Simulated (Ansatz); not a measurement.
## N2O (nitrous oxide): from total energies to a heat of formation

The species is N2O (3 atoms), meant as a singlet with charge 0. As SMILES, `N#[N+][O-]`. The coordinates come from a PBE0-D4/def2-TZVP relaxation.

```xyz
3

N    -0.5117    1.0013   -0.1679
N    -0.0084    0.0165   -0.0028
O     0.5201   -1.0178    0.1707
```

Total energies at SVWN5/cc-pVTZ (Ansatz 0.2.0); the atoms run unrestricted:

| species | state | energy (Eh) |
| --- | --- | --- |
| N2O | singlet | -183.360706 |
| N | quartet | -54.131294 |
| O | triplet | -74.521768 |

Harmonic wavenumbers at PBE0-D4/def2-TZVP, in cm⁻¹: 641, 641, 1378, 2409.

Measured heats of formation of the gaseous atoms at 298.15 K, in kJ/mol: N 472.4, O 249.2. Spin-orbit lowering of the atoms at 298 K (mean of the ground term's levels less their thermal mean, from spectra), in kJ/mol: O 0.40. Take 1 Eh = 2625.50 kJ/mol, 1 cm⁻¹ = 0.0119627 kJ/mol, RT = 2.479 kJ/mol.

Problem. What heat of formation follows?

Solution. 
1. Electronic atomisation energy: 2 × (-54.131294) + (-74.521768) − (-183.360706) = 0.576350 Eh = 1513.2 kJ/mol.
2. Zero-point energy: half the sum of the wavenumbers, 2534.5 cm⁻¹ = 30.3 kJ/mol.
3. Thermal vibrational enthalpy, Σ hcν̃/(exp(hcν̃/kT) − 1): 0.8 kJ/mol. Translation, rotation and pV of a linear molecule: 3.5 RT = 8.7 kJ/mol.
4. The 3 free atoms carry 5/2 RT each: 18.6 kJ/mol.
5. Spin-orbit coupling lowers the free atoms by 0.40 = 0.4 kJ/mol.
6. Atomisation enthalpy at 298 K: 1513.2 − 0.4 − 30.3 − 0.8 − 8.7 + 18.6 = 1491.6 kJ/mol.
7. Sum of the atoms' heats of formation: 1194.0 kJ/mol. Heat of formation: 1194.0 − 1491.6 = -297.6 kJ/mol.

The tabulated value is +82.6 kJ/mol (Active Thermochemical Tables), so this level is off by -380.2 kJ/mol, or 34.2 % of the atomisation enthalpy. The LDA overbinds, which puts heats of formation too low. Anharmonicity and any spin-orbit splitting of the molecule are left out.
